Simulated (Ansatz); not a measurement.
Write a Python script for the Ansatz DFT code, driven from Python that makes a relaxed scan of one distance of CH2NSi, SMILES N#C[SiH2]. Settings (for the species named): PBE0, def2-SVP basis, multiplicity 2, D3BJ dispersion.

| atom | x (Å) | y (Å) | z (Å) |
| --- | --- | --- | --- |
| N | 1.0874 | -1.2782 | 1.6417 |
| C | 0.5907 | -0.6580 | 0.7252 |
| Si | -0.1350 | 0.2665 | -0.7559 |
| H | -1.4195 | -0.1390 | -1.0755 |
| H | -0.0736 | 1.7351 | -0.5768 |

The script, `relaxed_scan_ch2nsi.py`:
```python
# -*- coding: utf-8 -*-
"""One bond of CH2NSi held at set lengths while the rest relaxes."""

import ansatz as az
import numpy as np


def main():
    ch2nsi = (
        az.Crystal.molecule()
        .atom("N", (1.0874, -1.2782, 1.6417))
        .atom("C", (0.5907, -0.658, 0.7252))
        .atom("Si", (-0.135, 0.2665, -0.7559))
        .atom("H", (-1.4195, -0.139, -1.0755))
        .atom("H", (-0.0736, 1.7351, -0.5768))
    )

    job = ch2nsi.calculation()
    job = job.basis(gaussian="def2-SVP")
    job = job.functional("PBE0", dispersion="d3bj")
    job = job.spin("collinear", total=1)
    symbols = [site.symbol for site in ch2nsi.cartesian_sites]
    pairs = [(0, 1), (1, 2), (2, 3), (2, 4)]
    print("held (A)   E (eV)        ", "  ".join(f"{symbols[i]}{i}-{symbols[j]}{j}" for i, j in pairs))
    for length in [1.36, 1.48, 1.6, 1.78, 2.0]:
        report = job.relax(constraints=[az.DistanceConstraint((2, 4), at=length)], force_tolerance=0.02, max_steps=60).run().report
        xyz = np.array(report["positions_ang"])
        print(f"{length:6.2f} {report['free_energy_ev']:14.5f}  ", "  ".join(f"{np.linalg.norm(xyz[i] - xyz[j]):.3f}" for i, j in pairs))


if __name__ == "__main__":
    main()
```

```console
$ python relaxed_scan_ch2nsi.py
held (A)   E (eV)         N0-C1  C1-Si2  Si2-H3  Si2-H4
DeckWarning: relax.constraints: the input's atoms, or those drawn, lie off the distances that are held; a relaxation that starts there is brought onto them ahead of its first SCF, by positions alone, an atom by 6.04e-2 Å at the most. With the symmetry [...]
  1.36   -10424.14237   1.162  1.839  1.488  1.360
  1.48   -10424.32231   1.163  1.840  1.488  1.480
  1.60   -10424.22511   1.163  1.841  1.489  1.600
  1.78   -10423.80590   1.163  1.840  1.490  1.780
  2.00   -10423.11654   1.163  1.842  1.492  2.000
```
(Warnings from the package without file and line, shortened, repeats left out.)

What to keep in mind:
- Total energies depend on the basis set; only differences at equal settings carry meaning.
- The energies are electronic: no zero-point or thermal terms, and the basis set is short of its limit.
- The run takes the species as open-shell (spin multiplicity 2), which needn't be its ground state.
- Timing: 73 s on 1 thread of Arm Neoverse V2, on a shared host, peak memory 0.21 GiB.
